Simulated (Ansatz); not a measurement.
# CHSi (doublet): the correlation ladder at distance C2–H3 = 0.851 Å, cc-pVDZ

Aim: climb from Hartree-Fock through coupled cluster and multireference methods for CHSi (doublet) at one geometry and basis, and see what each rung misses.

Method: cc-pVDZ, core rule «outside noble gas», up to 6 orbitals frozen; program: Ansatz 0.2.0, Gaussian basis.

Plan: UHF; CCSD(T) on ROHF; CCSD(T) on UHF; BCCD(T) on ROHF; CISD; CCSDT(Q) on ROHF; CCSDT(Q) on UHF; CASSCF and MRCISD+Q, 3 electrons in 3 orbitals; CASSCF and NEVPT2, 3 electrons in 3 orbitals; CASSCF and MRCISD+Q, 9 electrons in 9 orbitals; CASSCF and NEVPT2, 9 electrons in 9 orbitals.

16 further runs of the same task are left out: 10 that didn't finish, 6 set aside as unsound or not needed.

## Step 1: What is computed

The geometry derives from a PBE0/def2-TZVP stationary point (not a proven minimum). One bond is set to the value named and the two fragments are kept rigid.

3 atoms, charge 0, spin multiplicity 2.

Atoms are counted from 1 here; the program's logs count them from 0.

Bond lengths: Si1–C2 1.682 Å, C2–H3 0.851 Å. Angles: Si1–C2–H3 180.0°.

## Step 2: UHF

Contents of in.yaml:

```yaml
crystal:
  periodic: [false, false, false]
  atoms:
    - {symbol: Si, position_ang: [0.000000, 0.000000, 1.405301]}
    - {symbol: C, position_ang: [0.000000, 0.000000, -0.277150]}
    - {symbol: H, position_ang: [0.000000, 0.000000, -1.128150]}
basis:
  gaussian: {orbitals: cc-pVDZ}
magnetization: {spin_polarized: true, initial_magnetization: 1}
hamiltonian: {xc: hf}
output: {orbitals: {seedname: orbitals}}
```

On the command line:

```bash
> ansatz run in.yaml --threads 1 --pin off --events-out ev --progress --plain --max-ram 2393MiB
```

After this run come: CCSD(T) on ROHF; CCSD(T) on UHF; BCCD(T) on ROHF; CISD; CCSDT(Q) on ROHF; CCSDT(Q) on UHF; CASSCF and MRCISD+Q, 3 electrons in 3 orbitals; CASSCF and NEVPT2, 3 electrons in 3 orbitals; CASSCF and MRCISD+Q, 9 electrons in 9 orbitals; CASSCF and NEVPT2, 9 electrons in 9 orbitals.

**Question.** What will the summary of the whole plan be? Wanted: UCCSDT(Q) below the RHF energy; RMP2 from UCCSDT(Q); UMP2 from UCCSDT(Q); RCCSD from UCCSDT(Q); RCCSD(T) from UCCSDT(Q); UCCSD(T) from UCCSDT(Q); RCCSDT(Q) from UCCSDT(Q); NEVPT2 pair from UCCSDT(Q); MRCISD+Q pair from UCCSDT(Q).

**Answer**, as computed:

| quantity | value |
| --- | --- |
| UCCSDT(Q) below the RHF energy | -6.0840 eV |
| RMP2 from UCCSDT(Q) | +24.75 kcal/mol |
| UMP2 from UCCSDT(Q) | +33.13 kcal/mol |
| RCCSD from UCCSDT(Q) | +6.97 kcal/mol |
| RCCSD(T) from UCCSDT(Q) | +1.41 kcal/mol |
| UCCSD(T) from UCCSDT(Q) | +1.74 kcal/mol |
| RCCSDT(Q) from UCCSDT(Q) | +0.07 kcal/mol |
| NEVPT2 pair from UCCSDT(Q) | +23.28 kcal/mol |
| MRCISD+Q pair from UCCSDT(Q) | +1.60 kcal/mol |
| NEVPT2 valence from UCCSDT(Q) | +19.90 kcal/mol |
| levels within 1 kcal/mol (43 meV) | RCCSDT, UCCSDT, RCCSDT(Q), MRCISD+Q valence |
| T1 diagnostic | 0.023 |
| effectively unpaired electrons | 1.07 |

RCCSD(T) misses by +1.41 kcal/mol, 1.0 % of the correlation energy. One determinant dominates. Of the multireference levels listed MRCISD+Q valence comes nearest in total energy (+0.39 kcal/mol), which doesn't show that its space is the better one. These misses are within one basis, not against nature; the frozen cores of restricted and unrestricted runs differ, which can shift their rows.
